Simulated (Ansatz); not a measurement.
Barrier ClH + CH3 (SMILES [CH3]) via CH4Cl, on the benchmark's geometries as Psi4's copy gives them; open shells unrestricted, no zero-point energy, no spin–orbit coupling.
Transition structure (charge 0, multiplicity 2):
```xyz
6

C      0.244     0.600     1.702
H     -0.676     0.278     2.173
H      0.352     1.664     1.538
H      1.141     0.066     1.988
H      0.057     0.140     0.397
Cl    -0.138    -0.338    -0.959
```

Frozen-core correlation. MP2 and its Hartree–Fock in aug-cc-pV(Q+d)Z are density fitted.

The values were computed with Ansatz (an electronic-structure program). Values without a source in brackets are computed.

The barrier height is − E(ClH) − E(CH3) + E(TS). Total energies (hartree):

```tsv
level	ClH	CH3	TS
HF/aug-cc-pV(T+d)Z	-460.1086539	-39.5780076	-499.6664762
MP2/aug-cc-pV(T+d)Z	-460.3166852	-39.7383055	-500.0512062
HF/aug-cc-pV(Q+d)Z	-460.1119958	-39.5804429	-499.6720574
MP2/aug-cc-pV(Q+d)Z	-460.3371652	-39.7497141	-500.0829384
CCSD(T)/aug-cc-pV(T+d)Z	-460.3457082	-39.7636519	-500.1066869
```

Work out the barrier height at the basis-set limit: extrapolate the MP2 correlation part as X⁻³, take Hartree–Fock from the larger set, and add the CCSD(T) − MP2 difference of aug-cc-pV(T+d)Z.


1. Differences (1 hartree = 627.509 kcal/mol): HF/aug-cc-pV(T+d)Z 12.666; MP2/aug-cc-pV(T+d)Z 2.375; HF/aug-cc-pV(Q+d)Z 12.789; MP2/aug-cc-pV(Q+d)Z 2.473; CCSD(T)/aug-cc-pV(T+d)Z 1.677.
2. Correlation parts, MP2 less HF: -10.292 in aug-cc-pV(T+d)Z (X = 3), -10.316 in aug-cc-pV(Q+d)Z (X = 4).
3. Limit (4³·(-10.316) − 3³·(-10.292))/(4³ − 3³) = -10.335; with HF/aug-cc-pV(Q+d)Z it gives 2.455.
4. CCSD(T) less MP2 in aug-cc-pV(T+d)Z: -0.697.
Result: 1.76 kcal/mol, against 2.37 at MP2/aug-cc-pV(T+d)Z. It is an estimate of this method's limit, not of the exact value.
